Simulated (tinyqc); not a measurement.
UHF in the sto-3g basis, for NH3+, spin multiplicity 2, step by step. This run ends on a higher stationary point, not on the lowest solution. Computed by tinyqc, a small Python program that keeps every step (integrals from PySCF). Settings: charge = 1, multiplicity = 2, basis = sto-3g, energy threshold = 1e-09, iteration cap = 58, orthogonalisation = symmetric, start = highest core orbitals, DIIS depth = 8, method = UHF. Command: `OMP_NUM_THREADS=1 python tinyqc.py 21433 21434 out.jsonl` (the two numbers bound the seeds that draw the settings). One thread of a shared host (Intel(R) Xeon(R) Processor @ 2.60GHz), about 0.2 s of CPU time with the checks.

Geometry (angstrom):
```
atom        x        y       z
N      0.0000   0.0000  0.3260
H      0.9770   0.0000  0.0000
H     -0.4890   0.8470  0.0000
H     -0.4890  -0.8470  0.0000
```

Stop when the energy changes by less than 1e-09 hartree and every element of the error matrix X^T (F D S - S D F) X (for each spin) is below 9e-06.

Course of the cycle:
```
iteration  E (hartree)     change  largest element of the error matrix
1           -15.258183          -                             1.17e-01
2           -53.691628  -3.84e+01                             3.68e-01
3           -54.025293  -3.34e-01                             3.40e-01
4           -54.136827  -1.12e-01                             3.24e-01
5           -54.169951  -3.31e-02                             3.18e-01
6           -54.490019  -3.20e-01                             2.53e-01
7           -54.725650  -2.36e-01                             1.86e-01
8           -54.872664  -1.47e-01                             9.13e-02
9           -54.910210  -3.75e-02                             3.37e-02
10          -54.916546  -6.34e-03                             2.18e-03
11          -54.916573  -2.66e-05                             7.68e-04
12          -54.916576  -2.72e-06                             1.84e-04
13          -54.916576  -1.59e-07                             2.66e-05
14          -54.916576  -9.02e-09                             1.06e-05
15          -54.916576  -1.08e-09                             2.94e-06
16          -54.916576  -8.28e-11                             5.08e-07
```

Can the last value be used, and what does the course show?

No, though the log alone does not show it. Converged in 16 iterations. But the solution lies 0.27097 hartree above the reference: it is another stationary point, not the lowest one. Reruns (cap 100 unless said): damping 0.5: converged in 41 to a higher stationary point; level shift 0.5: converged in 27 to a higher stationary point; atomic densities as start, DIIS 8: converged in 10. PySCF UHF in the same basis, after a stability check = -55.187544 hartree.
